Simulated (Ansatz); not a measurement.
# NH4+ with PH3: structure and interaction energy

An exercise on one series of results from a longer session: the logs are not shown, and one member is left open.

Method: PBE0-D4 structure, single points in def2-TZVPPD; program: Ansatz 0.2.0, Gaussian basis.

Levels: PBE-D4, revPBE-D4, BLYP-D4, r2SCAN-D4, B97M-V, PBE0-D4, B3LYP-D4, HSE06-D4, wB97X-V, wB97M-V, B2PLYP, Hartree-Fock, MP2, CCSD, CCSD(T). The reference is CCSD(T) extrapolated to the basis limit.

Cores are frozen in the correlated methods. B3LYP uses VWN-RPA correlation. B2PLYP carries no dispersion term here.

176 further runs of the same task are left out: 176 set aside as unsound or not needed.

### The system as given

The pair, from a GFN2-xTB docking trial: 9 atoms, charge 1, spin multiplicity 1.

Atoms are counted from 1 here; the program's logs count them from 0.

Bond lengths: N1–H2 1.090 Å, N1–H3 1.025 Å, N1–H4 1.024 Å, N1–H5 1.025 Å, P6–H7 1.381 Å, P6–H8 1.383 Å, P6–H9 1.381 Å. Angles: H2–N1–H3 110.5°, H2–N1–H4 109.3°, H2–N1–H5 108.8°, H3–N1–H4 109.3°, H3–N1–H5 109.3°, H4–N1–H5 109.6°, H7–P6–H8 95.5°, H7–P6–H9 95.3°, H8–P6–H9 95.2°.

As a file:

```csv
atom,x (Å),y (Å),z (Å)
N1,0.0437,-0.2466,-1.6346
H2,0.0137,-0.1106,-0.5531
H3,-0.8805,-0.5138,-1.9878
H4,0.7201,-0.9804,-1.8654
H5,0.3310,0.6354,-2.0696
P6,0.0048,0.2299,1.4966
H7,1.0703,0.1058,2.3661
H8,-0.8632,-0.5520,2.2375
H9,-0.4398,1.4323,2.0102
```

Atoms 1 to 5 are fragment A (NH4+), the rest fragment B (PH3).

The first run:

pre/in.yaml reads:

```yaml
crystal:
  periodic: [false, false, false]
  atoms:
    - {symbol: N, position_ang: [0.043700, -0.246600, -1.634600]}
    - {symbol: H, position_ang: [0.013700, -0.110600, -0.553100]}
    - {symbol: H, position_ang: [-0.880500, -0.513800, -1.987800]}
    - {symbol: H, position_ang: [0.720100, -0.980400, -1.865400]}
    - {symbol: H, position_ang: [0.331000, 0.635400, -2.069600]}
    - {symbol: P, position_ang: [0.004800, 0.229900, 1.496600]}
    - {symbol: H, position_ang: [1.070300, 0.105800, 2.366100]}
    - {symbol: H, position_ang: [-0.863200, -0.552000, 2.237500]}
    - {symbol: H, position_ang: [-0.439800, 1.432300, 2.010200]}
basis:
  gaussian: {orbitals: def2-SVP}
total_charge: 1
hamiltonian: {xc: pbe, dispersion: d4}
relax: {f_tol: 0.03, max_steps: 250}
```

The run is started by

```console
> ansatz run in.yaml --threads 2 --pin off --events-out ev --progress --plain --max-ram 5222MiB
```

Among the steps run: A first relaxation in a small basis; Relaxation at PBE0-D4; PBE-D4/def2-TZVPPD; r2SCAN-D4/def2-TZVPPD; PBE0-D4/def2-TZVPPD; B3LYP-D4/def2-TZVPPD; wB97X-V/def2-TZVPPD; wB97M-V/def2-TZVPPD; B2PLYP/def2-TZVPPD; BLYP-D4/def2-TZVPPD; revPBE-D4/def2-TZVPPD; B97M-V/def2-TZVPPD; HSE06-D4/def2-TZVPPD; CCSD(T)/def2-TZVPPD; MP2/def2-QZVPPD; Vibrations of the pair.

One table of the session follows, with a row left open; its other results are not shown here.

```
      method  interaction (kcal/mol)
      PBE-D4                  -18.74
   revPBE-D4                  -17.80
     BLYP-D4                  -17.36
   r2SCAN-D4                       ?
      B97M-V                  -15.96
     PBE0-D4                  -18.11
    B3LYP-D4                  -17.20
    HSE06-D4                  -18.13
     wB97X-V                  -16.72
     wB97M-V                  -15.75
      B2PLYP                  -15.95
Hartree-Fock                  -12.70
         MP2                  -15.73
        CCSD                  -14.66
     CCSD(T)                  -15.17
 CCSD(T)/CBS                  -15.81
```

**Question.** Estimate the row for r2SCAN-D4.

**Answer.** interaction (kcal/mol): -17.56. In the column «interaction (kcal/mol)» it lies between revPBE-D4 (-17.80) and BLYP-D4 (-17.36).
